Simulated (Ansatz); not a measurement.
Predict the output of the script below (Ansatz 0.2.0 through its Python package).

`run_composite.py`:
```python
"""A composite energy for C3H5(+): DFT geometry, MP2 basis limit, coupled-cluster correction."""

import itertools

import ansatz
from ase import Atoms
from ase.data import atomic_numbers, covalent_radii
import numpy as np

atoms = Atoms(["C", "C", "C", "H", "H", "H", "H", "H"], positions=[
    (-0.43168, 0.9292, -0.64004),
    (0.28837, 0.27073, 0.33313),
    (0.24632, -1.10319, 0.42606),
    (-1.04587, 0.3901, -1.3545),
    (-0.40864, 2.01045, -0.72629),
    (0.89289, 0.83945, 1.03256),
    (-0.34801, -1.70061, -0.25788),
    (0.80663, -1.63612, 1.18696),
])
c3h5 = ansatz.Crystal.molecule_from_ase(atoms)

calculation = (
    c3h5.calculation()
    .basis(gaussian="def2-SVP")
    .functional("r2scan")
    .charge(1)
)
symbols = [site.symbol for site in c3h5.cartesian_sites]
start = np.array([site.position_ang for site in c3h5.cartesian_sites], dtype=float)
summary = calculation.relax(force_tolerance=0.01).run(threads=1).report
end = np.array(summary["positions_ang"])
# pairs closer than 1.2 times the sum of covalent radii, before or after
radius = [covalent_radii[atomic_numbers[s]] for s in symbols]
span = lambda where, i, j: np.linalg.norm(where[i] - where[j])
bonded = [(i, j) for i, j in itertools.combinations(range(len(symbols)), 2) if min(span(start, i, j), span(end, i, j)) < 1.2 * (radius[i] + radius[j])]
print("pair        before    after (A)")
for i, j in bonded:
    print(f"{symbols[i]}{i}-{symbols[j]}{j}".ljust(10), f"{span(start, i, j):8.4f} {span(end, i, j):8.4f}")

minimum = ansatz.Crystal.molecule()
for symbol, place in zip(symbols, end):
    minimum = minimum.atom(symbol, place.tolist())
at_minimum = minimum.calculation().charge(1)
# MP2 extrapolated to the basis limit, plus the small-basis difference CCSD(T) - MP2
level = lambda method, basis: at_minimum.basis(gaussian=basis).correlation(method).run(threads=1).report
small, large, cluster = level("mp2", "cc-pVDZ"), level("mp2", "cc-pVTZ"), level("ccsd_t", "cc-pVDZ")
corr = lambda each: (each["free_energy_ev"] - each["reference_energy_ev"]) / 27.211386246
mp2_limit = (27 * corr(large) - 8 * corr(small)) / 19
pieces = {"HF / cc-pVTZ": large["reference_energy_ev"] / 27.211386246, "MP2 correlation, DZ-TZ limit": mp2_limit, "CCSD(T) - MP2 / cc-pVDZ": corr(cluster) - corr(small)}
for name, value in pieces.items():
    print(f"{name:32s} {value:14.6f} Ha")
print(f"{'sum':32s} {sum(pieces.values()):14.6f} Ha")
print("T1 diagnostic", round(cluster["correlation"]["coupled_cluster"]["t1_diagnostic"], 4))
```

```console
$ python run_composite.py
pair        before    after (A)
C0-C1        1.3781   1.3861
C0-H3        1.0855   1.0978
C0-H4        1.0849   1.0973
C1-C2        1.3777   1.3861
C1-H5        1.0854   1.0957
C2-H6        1.0853   1.0978
C2-H7        1.0849   1.0973
HF / cc-pVTZ                        -116.232315 Ha
MP2 correlation, DZ-TZ limit          -0.486474 Ha
CCSD(T) - MP2 / cc-pVDZ               -0.054518 Ha
sum                                 -116.773307 Ha
T1 diagnostic 0.0156
```

Reading the output:
- The settings weren't tested for convergence.
- The sum leaves out core correlation, relativity, the Hartree-Fock basis error and zero-point energy; a DZ-TZ extrapolation is rough.
- Inner cores stay frozen, so this is valence correlation.
- An extrapolation from small basis sets is rough.
- It ran for 12 s on 1 thread of Arm Neoverse V2, on a shared host, peak memory 0.31 GiB.
